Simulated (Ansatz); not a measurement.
Molecule: N2O (charge +1, doublet). 
Structure (B3LYP-D3(BJ)/def2-TZVP (Ansatz, a quantum-chemistry and plane-wave program) minimum search):
```xyz
3

N      0.0000     0.0000    -1.2050
N      0.0000     0.0000    -0.0698
O      0.0000     0.0000     1.1155
```
Charge +1, spin multiplicity 2.

Basis-set convergence of Hartree-Fock and CCSD(T) correlation energies (hartree) with Ansatz. Valence correlation only, unless marked. UHF or UKS for open shells. No spin-orbit coupling. Non-relativistic.

The UHF reference is spin-contaminated (<S^2> 0.26 over the pure value in the largest basis). The T1 diagnostic of CCSD in the largest basis is 0.047, which is high, so the coupled-cluster rows are less sure than usual.

```csv
basis,functions,E(HF),"E(corr, CCSD(T))"
aug-cc-pVDZ,69,-183.30001,-0.50329
aug-cc-pVTZ,138,…,…
```

Q: Fill in the missing entries.

A: 
- aug-cc-pVTZ, E(HF): -183.34443
- aug-cc-pVTZ, E(corr, CCSD(T)): -0.60313
